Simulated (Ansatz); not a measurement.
# One shape, several levels: AlBH4O (SMILES B[O][AlH2])

Aim: a comparison of 4 runs (HF/STO-3G, B3LYP/6-31G*, B3LYP/pcseg-1) of AlBH4O. 

The results are computed with Ansatz 0.2.0.

7 further runs of the same task are left out: 2 for a known fault of the program, 5 set aside as unsound or not needed. Runs told in other sessions of the task aren't counted.

**1. The system as given**

AlBH4O: 7 atoms, total charge 0, spin state singlet. As SMILES, `B[O][AlH2]`. Geometry: a GFN2-xTB relaxation, a rough one for these elements and not checked as a minimum.

Bond lengths: B1–O2 1.337 Å, O2–Al3 1.663 Å, B1–H4 1.177 Å, B1–H5 1.177 Å, Al3–H6 1.534 Å, Al3–H7 1.534 Å. Angles: B1–O2–Al3 179.9°, O2–B1–H4 119.6°, O2–B1–H5 119.5°, O2–Al3–H6 118.9°, O2–Al3–H7 118.9°, H4–B1–H5 120.9°, H6–Al3–H7 122.3°.

**2. Energy and gradient at HF/STO-3G (run 1)**

Contents of run.yaml:

```yaml
crystal:
  periodic: [false, false, false]
  atoms:
    - {symbol: B, position_ang: [-1.239790, 0.460500, -0.755050]}
    - {symbol: O, position_ang: [-0.151010, 0.055000, -0.092790]}
    - {symbol: Al, position_ang: [1.203290, -0.447170, 0.732080]}
    - {symbol: H, position_ang: [-1.722060, -0.243360, -1.565440]}
    - {symbol: H, position_ang: [-1.702020, 1.516540, -0.519180]}
    - {symbol: H, position_ang: [1.819640, 0.486770, 1.781480]}
    - {symbol: H, position_ang: [1.791950, -1.828280, 0.418900]}
basis:
  gaussian:
    orbitals: STO-3G
hamiltonian:
  xc: hf
accuracy: high
output: {forces: true, orbitals: {seedname: orbitals}}
```

Run with:

```console
$ ansatz run run.yaml --threads 1 --pin off --max-ram 2610MiB --events-out events.jsonl --progress --plain --runs-dir runs
```

Log:

```text
Warning: RAYON_NUM_THREADS=1 ignored (pool sized by the plan → 1); use --threads N
Functional definition: HF
  name "HF"
  exchange = exact_x
  correlation = 0
419 factors; integrals over basis functions are off by at most 3.4e-8 eV
mean field evaluation 1: about -9239.9633 eV, gradient 2.3e1 eV
mean field evaluation 2: about -9239.9972 eV, gradient 2.3e1 eV
mean field evaluation 4: about -9241.8587 eV, gradient 1.6e0 eV
mean field evaluation 8: about -9241.8702 eV, gradient 2.9e-2 eV
mean field -9241.87015525 eV, -339.6324638410 hartree, gradient 1.1e-8 eV, S^2 0.000000; 0 other end points of the search recorded, 0 dependent functions left out
the calculation of the forces begins
reference -9241.87015525 eV, -339.6324638410 hartree; 15, 15 occupied and 8, 8 virtual orbitals, 419 factors
Total energy: -9241.87015525 eV, -339.6324638410 hartree
Atom 0 at    -1.239790     0.460500    -0.755050 Å, force     2.475975    -0.918877     1.506252 eV/Å
Atom 1 at    -0.151010     0.055000    -0.092790 Å, force    -1.517398     0.560613    -0.926886 eV/Å
Atom 2 at     1.203290    -0.447170     0.732080 Å, force     0.586224    -0.211168     0.369294 eV/Å
Atom 3 at    -1.722060    -0.243360    -1.565440 Å, force    -0.070869     0.290316     0.110905 eV/Å
Atom 4 at    -1.702020     1.516540    -0.519180 Å, force    -0.082240    -0.232177    -0.202267 eV/Å
Atom 5 at     1.819640     0.486770     1.781480 Å, force    -0.709686    -0.842847    -1.076508 eV/Å
Atom 6 at     1.791950    -1.828280     0.418900 Å, force    -0.682006     1.354139     0.219209 eV/Å
Dipole moment:     0.336466    -0.124945     0.203881 e Å
```

It took 0.3 s on 1 thread of Arm Neoverse V2, shared host.

**3. Energy and forces at B3LYP/6-31G(d) (spherical functions) (run 2)**

Contents of in.yaml:

```yaml
crystal:
  periodic: [false, false, false]
  atoms:
    - {symbol: B, position_ang: [-1.239790, 0.460500, -0.755050]}
    - {symbol: O, position_ang: [-0.151010, 0.055000, -0.092790]}
    - {symbol: Al, position_ang: [1.203290, -0.447170, 0.732080]}
    - {symbol: H, position_ang: [-1.722060, -0.243360, -1.565440]}
    - {symbol: H, position_ang: [-1.702020, 1.516540, -0.519180]}
    - {symbol: H, position_ang: [1.819640, 0.486770, 1.781480]}
    - {symbol: H, position_ang: [1.791950, -1.828280, 0.418900]}
basis:
  gaussian: {orbitals: 6-31G_st_-spherical.json}
hamiltonian: {xc: {name: B3LYP}}
accuracy: high
output: {forces: true, orbitals: {seedname: orbitals}}
```

The basis set 6-31G* is read from a file made from the Basis Set Exchange's data (not shown).

Run with:

```console
$ ansatz run in.yaml --threads 1 --pin off --max-ram 2610MiB --events-out events.jsonl --progress --plain --runs-dir runs
```

Log, cut to the lines that bear on the results:

```text
Warning: RAYON_NUM_THREADS=1 ignored (pool sized by the plan → 1); use --threads N
Functional definition: B3LYP
  name "B3LYP"
[...]
1179 factors; integrals over basis functions are off by at most 3.5e-9 eV
[...]
mean field -9387.21144168 eV, -344.9736576014 hartree, gradient 1.2e-8 eV, S^2 0.000000; 0 other end points of the search recorded, 0 dependent functions left out
[...]
reference -9387.21148278 eV, -344.9736591116 hartree; 15, 15 occupied and 39, 39 virtual orbitals, 1179 factors
Total energy: -9387.21148278 eV, -344.9736591116 hartree
Atom 0 at    -1.239790     0.460500    -0.755050 Å, force     0.178396    -0.065197     0.108099 eV/Å
Atom 1 at    -0.151010     0.055000    -0.092790 Å, force    -0.779570     0.285686    -0.477813 eV/Å
Atom 2 at     1.203290    -0.447170     0.732080 Å, force     0.606923    -0.220176     0.376115 eV/Å
Atom 3 at    -1.722060    -0.243360    -1.565440 Å, force    -0.283274    -0.411399    -0.475220 eV/Å
Atom 4 at    -1.702020     1.516540    -0.519180 Å, force    -0.275537     0.620615     0.136707 eV/Å
Atom 5 at     1.819640     0.486770     1.781480 Å, force     0.283033     0.490803     0.515427 eV/Å
Atom 6 at     1.791950    -1.828280     0.418900 Å, force     0.270030    -0.700332    -0.183314 eV/Å
Dipole moment:     0.166725    -0.061888     0.100724 e Å
```

It took 4.5 s on 1 thread of Arm Neoverse V2, shared host.

**4. Energy and forces at B3LYP/6-31G(d) (Cartesian functions) (run 3)**

Edit run.yaml of step 2 so:

```diff
@@ -12,6 +12,8 @@
   gaussian:
-    orbitals: STO-3G
+    orbitals: "6-31G*"
+accuracy: high
 hamiltonian:
-  xc: hf
-accuracy: high
-output: {forces: true, orbitals: {seedname: orbitals}}
+  xc: {name: B3LYP}
+output:
+  forces: true
+  orbitals: {seedname: orbitals}
```

Run with:

```console
$ ansatz run run.yaml --threads 1 --pin off --max-ram 2610MiB --events-out events.jsonl --progress --plain --runs-dir runs
```

Log, cut to the lines that bear on the results:

```text
Warning: RAYON_NUM_THREADS=1 ignored (pool sized by the plan → 1); use --threads N
Functional definition: B3LYP
  name "B3LYP"
[...]
1201 factors; integrals over basis functions are off by at most 3.0e-9 eV
[...]
mean field -9387.29854394 eV, -344.9768585504 hartree, gradient 1.3e-8 eV, S^2 0.000000; 0 other end points of the search recorded, 0 dependent functions left out
[...]
reference -9387.29858503 eV, -344.9768600604 hartree; 15, 15 occupied and 42, 42 virtual orbitals, 1201 factors
Total energy: -9387.29858503 eV, -344.9768600604 hartree
Atom 0 at    -1.239790     0.460500    -0.755050 Å, force     0.189302    -0.069251     0.114739 eV/Å
Atom 1 at    -0.151010     0.055000    -0.092790 Å, force    -0.742544     0.271969    -0.455257 eV/Å
Atom 2 at     1.203290    -0.447170     0.732080 Å, force     0.565423    -0.204808     0.350835 eV/Å
Atom 3 at    -1.722060    -0.243360    -1.565440 Å, force    -0.282693    -0.411873    -0.475017 eV/Å
Atom 4 at    -1.702020     1.516540    -0.519180 Å, force    -0.274954     0.620652     0.137210 eV/Å
Atom 5 at     1.819640     0.486770     1.781480 Å, force     0.279165     0.485879     0.509387 eV/Å
Atom 6 at     1.791950    -1.828280     0.418900 Å, force     0.266300    -0.692568    -0.181898 eV/Å
Dipole moment:     0.165250    -0.061337     0.099827 e Å
```

Run time: 4.8 s. Hardware: 1 thread of Arm Neoverse V2, shared host.

**5. Energy and forces at B3LYP/pcseg-1 (run 4)**

Contents of job.yaml:

```yaml
crystal:
  periodic: [false, false, false]
  atoms:
    - {symbol: B, position_ang: [-1.239790, 0.460500, -0.755050]}
    - {symbol: O, position_ang: [-0.151010, 0.055000, -0.092790]}
    - {symbol: Al, position_ang: [1.203290, -0.447170, 0.732080]}
    - {symbol: H, position_ang: [-1.722060, -0.243360, -1.565440]}
    - {symbol: H, position_ang: [-1.702020, 1.516540, -0.519180]}
    - {symbol: H, position_ang: [1.819640, 0.486770, 1.781480]}
    - {symbol: H, position_ang: [1.791950, -1.828280, 0.418900]}
basis:
  gaussian:
    orbitals: pcseg-1.json
hamiltonian:
  xc: {name: B3LYP}
output:
  forces: true
  orbitals: {seedname: orbitals}
accuracy: high
```

The basis set pcseg-1 is read from a file made from the Basis Set Exchange's data (not shown).

Run with:

```console
$ ansatz run job.yaml --threads 1 --pin off --max-ram 2610MiB --events-out events.jsonl --progress --plain --runs-dir runs
```

Log, cut to the lines that bear on the results:

```text
Warning: RAYON_NUM_THREADS=1 ignored (pool sized by the plan → 1); use --threads N
Functional definition: B3LYP
  name "B3LYP"
[...]
1445 factors; integrals over basis functions are off by at most 3.6e-9 eV
[...]
mean field -9387.05218950 eV, -344.9678051915 hartree, gradient 1.2e-8 eV, S^2 0.000000; 0 other end points of the search recorded, 0 dependent functions left out
[...]
reference -9387.05223341 eV, -344.9678068054 hartree; 15, 15 occupied and 51, 51 virtual orbitals, 1445 factors
Total energy: -9387.05223341 eV, -344.9678068054 hartree
Atom 0 at    -1.239790     0.460500    -0.755050 Å, force     0.201028    -0.073899     0.121777 eV/Å
Atom 1 at    -0.151010     0.055000    -0.092790 Å, force    -0.782861     0.287032    -0.479775 eV/Å
Atom 2 at     1.203290    -0.447170     0.732080 Å, force     0.743669    -0.271209     0.459314 eV/Å
Atom 3 at    -1.722060    -0.243360    -1.565440 Å, force    -0.332120    -0.473005    -0.551598 eV/Å
Atom 4 at    -1.702020     1.516540    -0.519180 Å, force    -0.322491     0.718045     0.154860 eV/Å
Atom 5 at     1.819640     0.486770     1.781480 Å, force     0.252232     0.448028     0.465287 eV/Å
Atom 6 at     1.791950    -1.828280     0.418900 Å, force     0.240543    -0.634992    -0.169866 eV/Å
Dipole moment:     0.186267    -0.069106     0.112629 e Å
```

Run time: 5.1 s. Hardware: 1 thread of Arm Neoverse V2, shared host.

**6. The series**

| run | level | Cartesian functions | energy (Eh) | dipole moment (D) | HOMO energy (eV) | LUMO energy (eV) | wall time |
| --- | --- | --- | --- | --- | --- | --- | --- |
| 1 | HF/STO-3G | no | -339.632464 | 1.98 | -7.92 | 7.74 | 0.3 s |
| 2 | B3LYP/6-31G* (spherical functions) | no | -344.973659 | 0.98 | -7.34 | -1.56 | 4.5 s |
| 3 | B3LYP/6-31G* (Cartesian functions) | yes | -344.976860 | 0.97 | -7.33 | -1.56 | 4.8 s |
| 4 | B3LYP/pcseg-1 | no | -344.967807 | 1.10 | -7.49 | -1.73 | 5.1 s |

**7. Summary of results**

```
                       quantity          value
            run 4: total energy  -344.96781 Eh
           run 4: dipole moment         1.10 D
             run 4: HOMO energy       -7.49 eV
             run 4: LUMO energy       -1.73 eV
           run 4: HOMO–LUMO gap        5.76 eV
run 4: largest force on an atom     0.962 eV/Å
```

The dipole moment (its size) runs from 0.97 D (B3LYP/6-31G*) to 1.98 D (HF/STO-3G). The two ends differ in method and basis. The HOMO–LUMO gap runs from 5.76 eV (B3LYP/pcseg-1) to 15.66 eV (HF/STO-3G). In run 1 the basis is minimal, so the values are rough. All runs together took 15 s, the longest 5.1 s.
